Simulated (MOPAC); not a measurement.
A run for MOPAC: PM6 on acetamide (SMILES CC(N)=O), a point of a torsion scan.

```
PM6 1SCF PRECISE CHARGE=0 THREADS=1
C2H5NO

C     -1.03830640 1     0.09709865 1    -0.23710633 1
C      0.17379446 1    -0.29225309 1     0.58443367 1
N      1.37172248 1     0.19572403 1     0.08693065 1
O      0.09561003 1    -0.81128082 1     1.66886127 1
H     -1.07260503 1     1.17877071 1    -0.34966464 1
H     -0.98115274 1    -0.35533276 1    -1.22573620 1
H     -1.94138426 1    -0.24005525 1     0.26257126 1
H      2.12274557 1    -0.47305591 1    -0.00004786 1
H      1.27203271 1     0.70335198 1    -0.78455761 1
```

It printed:

```
*******************************************************************************
 **                                                                           **
 **                              MOPAC v23.2.5                                **
 **                                                                           **
 *******************************************************************************
 ** MOPAC's Digital Object Identifier: https://doi.org/10.5281/zenodo.6511958 **
 **                                                                           **
 ** Please cite the open-source release paper for use of this MOPAC version:  **
 ** J. E. Moussa and J. J. P. Stewart (2026)                                  **
 ** MOPAC: An open-source semiempirical molecular orbital program             **
 ** J. Open Source Softw., 11(119), 8025, https://doi.org/10.21105/joss.08025 **
 *******************************************************************************

                              PM6 CALCULATION RESULTS

 *******************************************************************************
 *  PM6        - The PM6 Hamiltonian to be used
 *
 *
 *
 *                 CHARGE ON SYSTEM = 0
 *
 *
 *
 *  PRECISE    - TIGHTER CRITERIA TO BE USED
 *  1SCF       - DO 1 SCF AND THEN STOP
 *  THREADS=1  - MULTI-THREADING NOT USED
 *  T=         - A TIME OF 172800.0 SECONDS REQUESTED
 *  DUMP=N     - RESTART FILE WRITTEN EVERY 7200.0 SECONDS REQUESTED
 *******************************************************************************
PM6 1SCF PRECISE CHARGE=0 THREADS=1
 C2H5NO

   ATOM   CHEMICAL          X               Y               Z
  NUMBER   SYMBOL      (ANGSTROMS)     (ANGSTROMS)     (ANGSTROMS)

     1       C         -1.03830640  *   0.09709865  *  -0.23710633  *
     2       C          0.17379446  *  -0.29225309  *   0.58443367  *
     3       N          1.37172248  *   0.19572403  *   0.08693065  *
     4       O          0.09561003  *  -0.81128082  *   1.66886127  *
     5       H         -1.07260503  *   1.17877071  *  -0.34966464  *
     6       H         -0.98115274  *  -0.35533276  *  -1.22573620  *
     7       H         -1.94138426  *  -0.24005525  *   0.26257126  *
     8       H          2.12274557  *  -0.47305591  *  -0.00004786  *
     9       H          1.27203271  *   0.70335198  *  -0.78455761  *



          CARTESIAN COORDINATES

    NO.       ATOM           X           Y           Z

     1         C         -1.0383      0.0971     -0.2371
     2         C          0.1738     -0.2923      0.5844
     3         N          1.3717      0.1957      0.0869
     4         O          0.0956     -0.8113      1.6689
     5         H         -1.0726      1.1788     -0.3497
     6         H         -0.9812     -0.3553     -1.2257
     7         H         -1.9414     -0.2401      0.2626
     8         H          2.1227     -0.4731     -0.0000
     9         H          1.2720      0.7034     -0.7846

 General Reference for PM6:
 "Optimization of Parameters for Semiempirical Methods V: Modification of NDDO Approximations
 and Application to 70 Elements", J. J. P. Stewart, J. Mol. Mod., 13, 1173-1213 (2007)
 URL: https://link.springer.com/article/10.1007/s00894-007-0233-4

           Empirical Formula: C2 H5 N O  =     9 atoms



      MOLECULAR POINT GROUP   :   C1


      RHF CALCULATION, NO. OF DOUBLY OCCUPIED LEVELS = 12


 -------------------------------------------------------------------------------
 PM6 1SCF PRECISE CHARGE=0 THREADS=1
 C2H5NO



     1SCF WAS SPECIFIED, SO BFGS WAS NOT USED
     SCF FIELD WAS ACHIEVED


                              PM6 CALCULATION
                                                       MOPAC v23.2.5 Linux




          FINAL HEAT OF FORMATION =        -45.52146 KCAL/MOL =    -190.46177 KJ/MOL


          COSMO AREA              =         95.20 SQUARE ANGSTROMS
          COSMO VOLUME            =         77.97 CUBIC ANGSTROMS

          IONIZATION POTENTIAL    =         10.416178 EV
          HOMO LUMO ENERGIES (EV) =        -10.416  0.773
          NO. OF FILLED LEVELS    =         12
          MOLECULAR WEIGHT        =         59.0676         POINT GROUP:  C1

          MOLECULAR DIMENSIONS (Angstroms)

            Atom       Atom       Distance
            H     8    H     7     4.07927
            O     4    H     6     2.98554
            H     5    H     6     1.62676


          SCF CALCULATIONS        =          1





   ATOM   CHEMICAL          X               Y               Z
  NUMBER   SYMBOL      (ANGSTROMS)     (ANGSTROMS)     (ANGSTROMS)

     1       C         -1.03830640  *   0.09709865  *  -0.23710633  *
     2       C          0.17379446  *  -0.29225309  *   0.58443367  *
     3       N          1.37172248  *   0.19572403  *   0.08693065  *
     4       O          0.09561003  *  -0.81128082  *   1.66886127  *
     5       H         -1.07260503  *   1.17877071  *  -0.34966464  *
     6       H         -0.98115274  *  -0.35533276  *  -1.22573620  *
     7       H         -1.94138426  *  -0.24005525  *   0.26257126  *
     8       H          2.12274557  *  -0.47305591  *  -0.00004786  *
     9       H          1.27203271  *   0.70335198  *  -0.78455761  *

                             CARTESIAN COORDINATES

   1    C       -1.038306400     0.097098650    -0.237106330
   2    C        0.173794460    -0.292253090     0.584433670
   3    N        1.371722480     0.195724030     0.086930650
   4    O        0.095610030    -0.811280820     1.668861270
   5    H       -1.072605030     1.178770710    -0.349664640
   6    H       -0.981152740    -0.355332760    -1.225736200
   7    H       -1.941384260    -0.240055250     0.262571260
   8    H        2.122745570    -0.473055910    -0.000047860
   9    H        1.272032710     0.703351980    -0.784557610


           Empirical Formula: C2 H5 N O  =     9 atoms



      MOLECULAR POINT GROUP   :   C1


                  EIGENVALUES
 -33.33196 -31.16608 -26.61045 -21.06679 -18.04507 -17.12390 -15.91318 -14.38877
 -14.11388 -13.63100 -11.16813 -10.41618   0.77331   2.25295   3.15203   4.43313
   4.96557   5.21455   5.39160   6.00936   6.21866


              NET ATOMIC CHARGES AND DIPOLE CONTRIBUTIONS

  ATOM NO.   TYPE          CHARGE      No. of ELECS.   s-Pop       p-Pop
    1          C          -0.639247        4.6392     1.10491     3.53434
    2          C           0.621661        3.3783     1.06807     2.31027
    3          N          -0.559825        5.5598     1.54946     4.01036
    4          O          -0.492213        6.4922     1.84854     4.64367
    5          H           0.192432        0.8076     0.80757
    6          H           0.180870        0.8191     0.81913
    7          H           0.204369        0.7956     0.79563
    8          H           0.255891        0.7441     0.74411
    9          H           0.236062        0.7639     0.76394
 DIPOLE           X         Y         Z       TOTAL
 POINT-CHG.     0.094     0.982    -3.726     3.855
 HYBRID         0.024    -0.376    -0.675     0.773
 SUM            0.119     0.606    -4.401     4.444


          ATOMIC ORBITAL ELECTRON POPULATIONS

     Atom    s        px        py        pz
    1  C   1.10491   1.15813   1.20210   1.17411
    2  C   1.06807   0.81621   0.69260   0.80146
    3  N   1.54946   1.20583   1.39485   1.40968
    4  O   1.84854   1.84454   1.48334   1.31580
    5  H   0.80757
    6  H   0.81913
    7  H   0.79563
    8  H   0.74411
    9  H   0.76394

 **********************
 *                    *
 * JOB ENDED NORMALLY *
 *                    *
 **********************




 == MOPAC DONE ==
```

The run finished.

Cost: roughly 0.020 core-seconds.
